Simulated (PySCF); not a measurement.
Numbering as in the mapped SMILES `[O:1]=[P:2]([OH:3])([OH:4])[OH:5]`; H(Xn) means a hydrogen on atom n.

Geometry: PBE0-D3(BJ)/def2-SVP; GIAO shifts from PySCF 2.14, gas phase, non-relativistic, averaged over equivalent atoms.

At PBE0/cc-pVTZ (196 basis functions, 15 s wall time on 1 thread of an Arm Neoverse V1, shared host):
```json
{"atoms": "O1", "δ (ppm)": "137.0"}
{"atoms": "O3/O4/O5", "δ (ppm)": "109.1"}
{"atoms": "P2", "δ (ppm)": "-2.7"}
{"atoms": "H(O3)/H(O4)/H(O5)", "δ (ppm)": "3.20"}
```

Scale: ¹⁷O (σ = 334.84 ppm) vs H2O; ³¹P (σ = 319.75 ppm) against H3PO4; ¹H (σ = 31.29 ppm) vs TMS (reference shieldings calculated alike).

Question: Predict the values at PBE0/IGLO-III on the same geometry.

Answer: 
```
            atoms  δ at PBE0/IGLO-III  change
               O1               138.6    +1.6
         O3/O4/O5               111.4    +2.3
               P2                -2.6    +0.1
H(O3)/H(O4)/H(O5)                3.27   +0.07
```

δ = σ(ref) − σ, references computed at the same level: H2O for ¹⁷O (327.19 ppm); ³¹P (306.76 ppm) vs H3PO4; ¹H (31.37 ppm) against TMS.

The largest change is at O3/O4/O5 (oxygen bonded to P, H). Cost: 214 basis functions, 17 s wall time on 1 thread of an Arm Neoverse V1, shared host.

Experimental scales use liquid or dissolved standards, which lie at an offset from isolated H2O (liquid H2O: subtract about 36 ppm) and H3PO4.
